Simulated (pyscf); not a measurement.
Optimised with ωB97X-D3(BJ)/def2-SVP in PySCF. MP2 and CC: frozen core, UHF for open shells. ΔMP2 is the change of the MP2 total energy from the triple- to the quadruple-zeta basis.

`[GeH3]` [doublet] + `[OH2]` -> `[OH][GeH3]` + `[H]` [doublet]
Surface: doublet. Broken: H–O. Formed: Ge–O. Give ΔE‡ and ΔE from CCSD(T)/def2-TZVPP + ΔMP2(QZVPP), relative to the separated reactants.

ΔE‡ = 146.9 kJ/mol, ΔE = +81.5 kJ/mol. Zero-point energy shifts the barrier by -12.4 kJ/mol. It is a substitution at O, with an imaginary mode of 1751i cm⁻¹. One saddle was located; it need not be the lowest between these sides. The angle at the attacked O is 145°. The CCSD(T) − MP2 part came from Ansatz, without density fitting, on the same reference. The frozen core leaves the outer d or s,p core shells of the metals and heavy elements correlated in the MP2 and CC values, and def2-TZVPP describes them poorly, which can shift differences by a few kcal/mol. Elements up to Kr have no core potential and no relativistic terms here.
